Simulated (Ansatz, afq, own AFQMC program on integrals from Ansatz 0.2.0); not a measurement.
AFQMC on a folder of integrals that Ansatz 0.2.0 wrote.

```yaml
crystal:
  periodic: [false, false, false]
  atoms:
    - {symbol: Si, position_ang: [0.000000, 0.000000, 0.000000]}
    - {symbol: Al, position_ang: [0.000000, 0.000000, 2.416200]}
basis:
  gaussian: {orbitals: cc-pVDZ}
magnetization: {spin_polarized: true, initial_magnetization: 3}
correlation: {method: ccsd_t, electrons: outside_noble_gas, hamiltonian_folder: ham}
```

```sh
$ ansatz run in.yaml --threads 1 --pin off --events-out ev --progress --plain --max-ram 24576MiB --backend cuda --devices 0, --max-vram 18GiB
```

Options of the walk:

```
--method phaseless --trial cisd --walkers 4000 --populations 20 --least-time 60 --time-step 0.005 --steps-per-block 50 --equilibration-blocks 28 --max-blocks 4000 --target-error 0.00016 --factor-cut 1e-05 --start spin_pure --seed 8987 --release-times 0.24,0.51,0.99,1.62,2.4 --release-step 0.03 --release-every 3 --taylor-order 6
```

Times are imaginary, in 1/Eh. The walk had a cap of 122 s. With eight or more populations the least sampling time is a fifth of least-time, and the error comes from their spread.

Log:

```
orbitals 26  electrons 5 2  factors 179 of 367
reference energy -530.78162438 Eh
CCSD correlation -0.12936117 Eh in 12 cycles, weight of the determinant in the CISD state 0.8593
energy of the start -530.910643 Eh
 block  time / (1/Eh)  mean weight  energy / Eh
     1     0.250  0.9999  -530.909741
     2     0.500  1.0000  -530.909992
     3     0.750  1.0000  -530.910715
     4     1.000  0.9998  -530.911635
     5     1.250  0.9999  -530.912479
     8     2.000  0.9999  -530.914539
    11     2.750  1.0000  -530.915771
    14     3.500  1.0000  -530.916526
    17     4.250  0.9999  -530.916886
    20     5.000  0.9999  -530.916910
    23     5.750  0.9999  -530.917606
    26     6.500  0.9999  -530.917412
    29     7.250  1.0000  -530.917922
    32     8.000  1.0001  -530.917570
    35     8.750  1.0001  -530.917571
    38     9.500  1.0000  -530.918104
    41    10.250  1.0000  -530.918379
    44    11.000  0.9999  -530.917915
    45    11.250  1.0000  -530.918618
    47    11.750  1.0002  -530.918339
    50    12.500  1.0000  -530.917644
    53    13.250  0.9998  -530.917750
    56    14.000  1.0001  -530.918506
    59    14.750  1.0000  -530.918180
    62    15.500  1.0000  -530.917982
    65    16.250  1.0001  -530.917698
    68    17.000  1.0000  -530.917924
    71    17.750  0.9998  -530.917610
    74    18.500  1.0000  -530.918077
    77    19.250  1.0000  -530.918001
    78    19.500  1.0000  -530.918502
error from the spread of 20 populations
released: time / (1/Eh)  energy / Eh  error  mean overlap
  0.24  -530.918067  0.000130  1.0000
  0.51  -530.918251  0.000113  0.9961
  0.99  -530.918438  0.000112  0.9948
  1.62  -530.918708  0.000090  0.9937
  2.40  -530.918697  0.000076  0.9943
energy -530.917957 +/- 0.000145 Eh
(rows thinned)
```

The run passed its tests (sampling time, drift between the halves within three errors, error under three times the target), which doesn't prove that it has relaxed.

Against this walk (error 4.0 meV) on the same determinant: CCSD(T) 33.1 meV higher, CCSDT(Q) 23.6 meV lower, CCSDTQ 24.1 meV lower, full CI 24.6 meV lower. The error is statistical and leaves out the bias of the constraint. Released to 2.40 1/Eh the energy lies 20 ± 4 meV (both errors) below the phaseless value, which shows part or all of the bias of the constraint, and full CI lies 4.5 meV below the released value. Full CI is exact here, so the walk's 25 meV above it is the walk's own error: the bias of the constraint with this trial.

Cautions: constraint bias not in the error; lower spins were not checked.

The walk took 50 s on 1 × NVIDIA H100 80GB HBM3 with 2 threads of AMD EPYC 7R13 Processor (Zen 3), on a shared host (the card was shared). The log's last line is the phaseless energy.

CCSDT and higher add their correlation energy to the determinant of the CCSD(T) run, since their own runs factorise the integrals more tightly (a shift of under 2 meV). A walk keeps the symmetry of its determinant, which the program's search chose and which needn't be the lowest solution, so a lower state of the same spin and another symmetry isn't excluded.
